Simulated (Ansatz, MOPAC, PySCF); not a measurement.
Stepwise substitution at one centre (Si C2H5-H). Gas-phase values, no solvent. One relaxed conformer stands for each flexible species; it need not be the lowest. Strings in code marks are SMILES.

Quantity: vertical ionisation energy (energy after one electron is removed minus that of the parent at the parent's geometry), in eV.

Level 1: frozen-core MP2/cc-pVDZ // B3LYP-D3(BJ)/def2-SVP (Ansatz, a quantum-chemistry and plane-wave program)
Level 2: minus the HOMO energy of B3LYP-D3(BJ)/def2-TZVP // B3LYP-D3(BJ)/def2-SVP (PySCF)
Level 3: minus the HOMO energy of PM6 // B3LYP-D3(BJ)/def2-SVP (MOPAC)
Level 4: minus the HOMO energy of PM7 // B3LYP-D3(BJ)/def2-SVP (MOPAC)

```
species     level 2  level 3  level 4
----------  -------  -------  -------
`[SiH4]`       9.65    11.74    12.43
`CC[SiH3]`     8.30    10.31    10.86
```

### Question
What does level 1 give for each?

### Answer

- `[SiH4]`: 12.63
- `CC[SiH3]`: 10.87
